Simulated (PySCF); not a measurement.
# LiP⁺: frontier orbitals

TPSSh at R = 2.643 Å; basis Li def2-TZVP, P def2-TZVP; no relativity; PySCF 2.14. State: ⁴Σ⁻ (quartet), unpaired electrons σ ↑, π ↑↑. Only the outer orbitals are listed, counted within each symmetry.

```csv
spin,orbital,occ.,ε (eV),on Li (%),main shells (%)
α,5σ,1,-21.48,-1,100 P s
α,6σ,1,-12.90,7,92 P p
α,2π,1,-12.20,1,99 P p
α,2π,1,-12.20,1,99 P p
α,7σ,0,-6.23,100,96 Li s
α,3π,0,-4.75,94,94 Li p
α,3π,0,-4.75,94,94 Li p
β,5σ,1,-17.91,1,98 P s
β,6σ,0,-9.36,14,"84 P p, 10 Li s"
β,2π,0,-8.48,4,96 P p
β,2π,0,-8.48,4,96 P p
```

Problem. Which are the highest filled and the lowest empty level, where do they sit, and how wide is the gap?

Solution. Highest filled α 2π at -12.20 eV (in %: 99 P p); lowest empty β 6σ at -9.36 eV (in %: 84 P p, 10 Li s); the gap at TPSSh is 2.84 eV.

```json
{"bond order (Mayer)": "0.18", "⟨S²⟩": "3.751", "charge on Li (Mulliken, basis-dependent)": "0.91", "charge on Li (Löwdin, basis-dependent)": "0.71", "dipole moment (positive dipole points towards P; it is taken about the centre of mass and depends on that origin)": "-8.06 D"}
```

Shares are Mulliken populations and can fall outside 0 to 100 %.

The state is the lowest determinant that a PBE0 search found; another state may lie lower at other levels.
